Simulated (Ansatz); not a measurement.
Cost and result for the atomization energy of C$_{2}$H$_{4}$OS$_{2}$, SMILES `S=COCS` (9 atoms, 8 bonds).

Z-matrix (Å, degrees):
```
C
S 1 1.799
O 1 1.421 2 114.7
H 1 1.087 2 111.0 3 119.2
H 1 1.093 2 105.9 3 -122.3
H 2 1.343 1 96.2 3 -67.8
C 3 1.329 1 116.9 2 -71.8
S 7 1.607 3 123.7 1 179.4
H 7 1.094 3 113.7 1 -0.8
```

Total charge 0; spin multiplicity 1. The geometry is a stationary point of PBE0-D4/def2-TZVP. It is one conformer, not always the lowest. Program: Ansatz. All runs use 4 threads of an Intel Xeon Platinum 8488C on a shared host. Times are those of one run each, without the atoms' runs, and a repeat can differ threefold. Electronic energies, without spin–orbit coupling; frozen cores. CCSD(T)/CBS adds CCSD(T) − MP2 in def2-TZVPP to the MP2 limit, and its time is that of the two runs behind it. T1 = 0.016; the RHF reference is unstable towards UHF. B3LYP takes the VWN-RPA correlation (the form of Gaussian; ORCA's B3LYP/G).

CCSD(T)/CBS is a level of theory with its own doubt, some kJ/mol a heavy atom from the limit and from the frozen cores, so smaller differences don't rank the functionals.

```tsv
level	functions	wall time	atomization (kJ/mol)	difference from CCSD(T)/CBS	per bond
PBE-D4/def2-TZVPP (with forces)	233	1.5 s	3404.7	136.0	17.0
PBE0-D4/def2-TZVPP	233	1.8 s	3298.8	30.1	3.8
r2SCAN-D4/def2-TZVPP (with forces)	233	2.3 s	3300.3	31.6	3.9
B3LYP-D4/def2-TZVPP (with forces)	233	2.8 s	3266.4	-2.3	-0.3
B2PLYP/def2-TZVPP	233	3.4 s	3229.4	-39.3	-4.9
ωB97X-V/def2-TZVPP	233	4.1 s	3285.5	16.8	2.1
ωB97M-V/def2-TZVPP (with forces)	233	5.5 s	3295.2	26.5	3.3
MP2/def2-QZVPP	431	17 s	3311.1	42.4	5.3
CCSD(T)/def2-TZVPP	233	53 s	3166.8	-101.9	-12.7
CCSD(T)/CBS(def2)	–	70 s	3268.7	0.0	0.0
```

From PBE to PBE0 (25 % exact exchange), in def2-TZVPP and without D4, the atomization energy moves by −102.8 kJ/mol: exact exchange takes away binding that semilocal exchange gives to molecules. In def2-TZVPP, CCSD(T) changes the Hartree–Fock value by +975.0 kJ/mol (the triples alone add +78.5 kJ/mol) and MP2 by +1059.4 kJ/mol; breaking electron pairs costs correlation energy, which Hartree–Fock lacks. The D4 term adds +32.9 kJ/mol with B3LYP and +17.3 kJ/mol with PBE0; it sums over pairs of atoms, weighted by their polarisabilities, and B3LYP, whose exchange is more repulsive, gets the larger term.
